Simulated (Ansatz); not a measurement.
bcc K, treated with PBE (Ansatz, a first-principles code, plane waves, PAW).

Run with plane-wave cutoff 520 eV, 18×18×18 k mesh, Fermi–Dirac smearing 0.071 eV (set by the program), scalar-relativistic PAW data made under PBE.

Computed at the level's own relaxed cell.

Hill averages of the elastic tensor: K = 3.6 GPa, G = 1.2 GPa. Volume 73.599 Å³/atom, mean atomic mass 39.098 u.

### Question
Work out the density, the sound velocities of a polycrystal and the elastic Debye temperature at this level.

### Answer
ρ = 1.66054 × 39.098/73.599 = 0.882 g/cm³. v_l = √[(K + 4G/3)/ρ] = 2.428 km/s and v_t = √(G/ρ) = 1.166 km/s. The mean follows from 3/v_m³ = 1/v_l³ + 2/v_t³: v_m = 1.311 km/s. Θ_D = (ħ/k_B) v_m (6π²/V)^(1/3) = 76.38 K Å s/km × 1.311 × 0.9301 Å⁻¹ = 93 K, counting all atoms of the cell.
